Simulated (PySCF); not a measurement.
Gas-phase reaction: 4 SiH₂F ⇌ Si₂H₅ + SiH₃ + SiF₄. Level: PBE0/def2-QZVP†; standard pressure 1 bar.

Computed with PySCF and rigid-rotor harmonic-oscillator thermochemistry at 1 bar. † marks an energy on the PBE0/def2-TZVP geometry and frequencies. Open shells (unrestricted): SiH₂F (multiplicity 2), Si₂H₅ (multiplicity 2), SiH₃ (multiplicity 2); the rest are closed-shell singlets. SiH₂F, Si₂H₅: computed as isolated molecules; such fragments, hydroxides, amides, oligomers or adducts are transient or little studied in the gas. The harmonic model lacks anharmonicity and excited electronic states, which grow with temperature; levels with a mode under 35 cm⁻¹ are left out. Internal rotation in Si₂H₅ is treated as a harmonic vibration of one conformer, which makes the entropy rough.

```tsv
T (K)	1000/T (1/K)	log10 K
1200	0.8333	8.61
1400	0.7143	?
1600	0.6250	4.08
1800	0.5556	2.59
2000	0.5000	1.40
2500	0.4000	-0.70
```

### Question
Fit log10 K = a + b·(1000/T) to the five rows, get the mean ΔH° and ΔS°, and predict log10 K at 1400 K.

### Answer
Means: 1000/T = 0.5828, log10 K = 3.196. Sums of products about the means: Sxy = 2.27089, Sxx = 0.105543, so b = Sxy/Sxx = 21.52 and a = 3.196 − (21.52)×0.5828 = -9.35.
ΔH° = −R ln 10 × 1000 K × b = −19.145 × (21.52) = -412 kJ; ΔS° = R ln 10 × a = -179 J/K. The run's own values go from -419 kJ and -185 J/K at 1200 K to -398 kJ and -173 J/K at 2500 K.
Prediction at 1400 K: -9.35 + (21.52)×0.7143 = 6.02. The computed value is 6.01, 0.01 from the line.
For scale, ΔH°(298 K) is -434 kJ at this level, -459 kJ at ωB97M-V/def2-TZVP†, and runs from -482 to -290 kJ over the 20 levels computed.
